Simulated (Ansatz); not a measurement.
# Ti₂CN (R-3m)

Method: DFT r2SCAN, scalar-relativistic, plane waves, PAW (Ansatz 0.2.0).

Settings: cutoff 500 eV, Γ-centred mesh 18×18×18 on the computed 4-atom cell, Gaussian smearing of 0.10 eV; no spin polarisation.

The structure is relaxed at this level of theory with its symmetry kept. Whether it is the stable form of this composition wasn't checked.

```cif
data_structure
_symmetry_space_group_name_H-M 'P 1'
_symmetry_Int_Tables_number 1
_cell_length_a 5.2502
_cell_length_b 5.2502
_cell_length_c 5.2502
_cell_angle_alpha 33.458
_cell_angle_beta 33.458
_cell_angle_gamma 33.458
_cell_volume 39.18
loop_
_atom_site_label
_atom_site_type_symbol
_atom_site_fract_x
_atom_site_fract_y
_atom_site_fract_z
_atom_site_occupancy
Ti1 Ti 0.74922 0.74922 0.74922 1
Ti2 Ti 0.25078 0.25078 0.25078 1
C1 C 0.00000 0.00000 0.00000 1
N1 N 0.50000 0.50000 0.50000 1
```

Formation energy from the elements' standard states (uncorrected)?

-1.507 eV/atom.

Density of states at the Fermi level?

1.34 states/eV per cell.

Löwdin character within 0.5 eV of the Fermi level?

Ti 3d 81 %, N 2p 9 %, C 2p 8 %.

Bulk modulus?

280 GPa.

Its pressure derivative?

4.1.

Bader charges (e)?

Ti (2 in the cell) 1.83, C (1 in the cell) -1.90, N (1 in the cell) -1.77.

Spin polarisation was left out, and a magnetic state may lie lower.

A ferromagnetic start lost its moments in a first run, so spin was left out; other magnetic orders weren't tried.

Cost: 6 runs of about 22 core-minutes in all, on Arm Neoverse V1 (shared hosts).